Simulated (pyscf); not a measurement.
H₃C–CH₃ + SiH₄ → H₃C–CH₂–SiH₃ + H₂, a four-centre exchange (singlet surface; C–H, H–Si broken, C–Si, H–H formed). Structures and frequencies: ωB97X-D3(BJ)/def2-SVP in PySCF. Energies in kcal/mol from the separated reactants.

Small-basis levels: PySCF, no dispersion term, spherical d functions. 

**Question.** Quick B3LYP/6-31G* single points give ΔE‡ = 88.7 kcal/mol and ΔE = +11.4 kcal/mol. What does ωB97M-D3(BJ)/def2-TZVP give, and how far is the quick result from it?

**Answer.** ωB97M-D3(BJ)/def2-TZVP gives ΔE‡ = 78.5 kcal/mol and ΔE = +7.8 kcal/mol. B3LYP/6-31G* lies 10.2 kcal/mol over it in the barrier and 3.6 kcal/mol over it in the reaction energy, so on this step it does not hold to within 3.0 kcal/mol. ωB97M-D3(BJ)/def2-TZVP has limits of its own. At the saddle there is also a short H–Si contact that neither side keeps. H₃C–CH₂–SiH₃ lies 12.8 kcal/mol over its isomer H₃C–SiH₂–CH₃ (electronic energy, ωB97M-D3(BJ)/def2-TZVP). One saddle was located; it need not be the lowest between these sides.
